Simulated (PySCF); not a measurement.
## CH⁺: everyday levels beside a composite calculation

PySCF; the state is a singlet (closed shell). The composite is CCSD(T) extrapolated to the basis-set limit from two correlation-consistent sets, with core-valence (CV) and scalar-relativistic (SR) terms as its label shows; it has no spin–orbit coupling and nothing beyond (T). Here it is CCSD(T)/CBS(TQ)+CV+SR. It gives Re = 1.128 Å, ωe = 2863 cm⁻¹ and De = 4.27 eV to H + C⁺.

```csv
level,basis,relativity,Re (Å),ωe (cm⁻¹),De (eV)
RHF,"6-31G(d,p)",no relativity,1.109,3124,3.05
RHF-MP2,"6-31G(d,p)",no relativity,1.118,3031,3.79
RHF-CCSD,"6-31G(d,p)",no relativity,1.124,2949,3.94
RHF-CCSD(T),def2-SVP,no relativity,1.136,2958,4.04
PBEsol,def2-TZVPPD,no relativity,1.161,2644,4.32
PW91,def2-TZVPPD,no relativity,1.151,2687,4.21
r²SCANh,def2-SVPD,no relativity,1.145,2846,4.04
PBE0,def2-TZVP,no relativity,1.140,2808,4.11
CAM-B3LYP,"6-31G(d,p)",no relativity,1.137,2862,4.20
LC-ωPBE,def2-TZVPPD,no relativity,1.137,2852,4.08
```

Give the difference of each row from the composite.



```
      level        basis  ΔRe (pm)  Δωe (%)  ΔDe (eV)
        RHF   6-31G(d,p)      -1.9     +9.1     -1.22
    RHF-MP2   6-31G(d,p)      -1.0     +5.9     -0.48
   RHF-CCSD   6-31G(d,p)      -0.4     +3.0     -0.33
RHF-CCSD(T)     def2-SVP      +0.8     +3.3     -0.23
     PBEsol  def2-TZVPPD      +3.3     -7.6     +0.05
       PW91  def2-TZVPPD      +2.3     -6.1     -0.06
    r²SCANh    def2-SVPD      +1.7     -0.6     -0.23
       PBE0    def2-TZVP      +1.2     -1.9     -0.16
  CAM-B3LYP   6-31G(d,p)      +0.9     -0.0     -0.07
    LC-ωPBE  def2-TZVPPD      +0.9     -0.4     -0.19
```

Which rows come closest in De?

PBEsol in def2-TZVPPD (+0.05 eV); PW91 in def2-TZVPPD (-0.06 eV), counted from the composite.

Correlated steps freeze 1 core orbital. Correlated levels converge slowly with the basis: in double zeta they bind strong bonds too weakly, by up to about 1 eV, and carry superposition errors of some tenths. For an ion De counts to the pair picked by the measured ionisation energies or electron affinities, which need not be the lowest pair at this level. Where the molecule has an RHF reference, its open-shell atoms are computed with UHF.
